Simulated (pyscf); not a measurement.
This saddle point was located with ωB97X-D3(BJ)/def2-SVP in PySCF.

```xyz
9

Sn    -1.9869    -0.7455     0.2626
H     -0.7314     1.2889    -0.0472
H     -0.4612    -1.1352    -0.7228
H     -3.0849    -1.5584    -0.8249
H     -1.7591    -2.0358     1.4168
N      0.2050     1.3568    -0.5866
H      0.2658     0.3298    -0.8409
H      0.1290     1.9506    -1.4162
H      0.9773     1.6454     0.0191
```

Surface: singlet, charge 0. Lowest wavenumbers (cm⁻¹): 232i, 126, 239, 269, 328.

Question: Name the species on either side of this saddle.

Answer: SnH₄ (SMILES [SnH4]) + NH₃ (SMILES N) ⇌ SnH₂ (SMILES [SnH2]) [singlet] + NH₃ (SMILES N) + H₂ (SMILES [H][H]), a multi-bond step read from left to right: H–Sn, H–Sn, H–N broken and H–N, H–H formed. At ωB97M-D3(BJ)/def2-TZVP it lies +33.3 kcal/mol from the left side and +10.4 kcal/mol from the right (each side as separated species at their lowest minima found). On the product side the descent ends in a bound adduct, 9.1 kcal/mol under the separated species and 18.0 kcal/mol under the saddle at ωB97X-D3(BJ)/def2-TZVP. One saddle was located; it need not be the lowest between these sides. Elements past Kr carry the def2 core potentials, without spin-orbit coupling.
